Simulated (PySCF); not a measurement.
Core-level binding energies of `Clc1cocp1`

Compound: C₃H₂ClOP.
Structure used (GFN2-xTB), in Å, numbered top down from 1:
```xyz
8
C3H2ClOP angstrom
Cl     2.6760   -0.6796    0.0398
C      0.9870   -0.3898    0.0381
C      0.4368    0.8505   -0.0733
O     -0.8929    0.8647   -0.0533
C     -1.3949   -0.3671    0.0749
P     -0.2655   -1.6465    0.1804
H      0.9318    1.7988   -0.1739
H     -2.4694   -0.4216    0.0983
```

Method used: delta-SCF UKS SCAN, pcX-2 on the ionised atom, pcseg-1 elsewhere, spin-free X2C in PySCF. Each binding energy is the total energy of the core-ionised species, with the hole localised on one atom, minus that of the ground state; both are solved self-consistently, so orbital relaxation is included.

Question: Give the core binding energies atom by atom.

Answer: 
```
atom(s)                                                      bonded to     level  binding energy (eV)  2p1/2 (eV)  above the level's lowest (eV)  count
    Cl1                                                              C     Cl 1s              2829.24           –                           0.00      1
     P6                                   2 C (aromatic in the SMILES)      P 1s              2150.08           –                           0.00      1
     O4                                   2 C (aromatic in the SMILES)      O 1s               540.72           –                           0.00      1
     C3   O (aromatic in the SMILES), C (aromatic in the SMILES) and H      C 1s               292.17           –                          +0.27      1
     C2  Cl, C (aromatic in the SMILES) and P (aromatic in the SMILES)      C 1s               291.92           –                          +0.02      1
     C5   O (aromatic in the SMILES), H and P (aromatic in the SMILES)      C 1s               291.90           –                           0.00      1
    Cl1                                                              C  Cl 2p3/2               206.62      208.28                           0.00      1
     P6                                   2 C (aromatic in the SMILES)   P 2p3/2               136.56      137.45                           0.00      1
```

Lowest listed C 1s: C5, bonded to O (aromatic in the SMILES), H and P (aromatic in the SMILES). Highest, 0.27 eV above it: C3, bonded to O (aromatic in the SMILES), C (aromatic in the SMILES) and H. Summing the Pauling electronegativity differences to the bonded atoms, each weighted by its formal bond order, gives +0.45 for the lowest site and +0.99 for the highest; no listed site has a larger sum than the highest. The smallest sum, +0.07, belongs to C2, 0.02 eV above the lowest. The values 291.90 and 291.92 eV lie too close for their order to be trusted.

Question: Express the binding energy of Cl 1s of Cl1 in atomic units and per mole.

Answer: 2829.24 eV = 103.9727 Eh = 272980 kJ/mol.

Question: Which effective nuclear charge Zeff reproduces each element's mean 1s value in the hydrogen-like formula E = 13.606 eV × Zeff²?

Answer: C (Z = 6): mean 292.0 eV, Zeff = 4.63, Z − Zeff = 1.37; O (Z = 8): mean 540.7 eV, Zeff = 6.30, Z − Zeff = 1.70; P (Z = 15): mean 2150.1 eV, Zeff = 12.57, Z − Zeff = 2.43; Cl (Z = 17): mean 2829.2 eV, Zeff = 14.42, Z − Zeff = 2.58. Means run over the listed sites, weighted by atom count.

Spin–orbit and ligand-field terms were added within each 2p shell after the spin-free SCF. 2p1/2 minus 2p3/2 (ligand field included): Cl 1.65 eV, P 0.89 eV. Geometry: GFN2-xTB; no solvent, vibrations or thermal averaging.
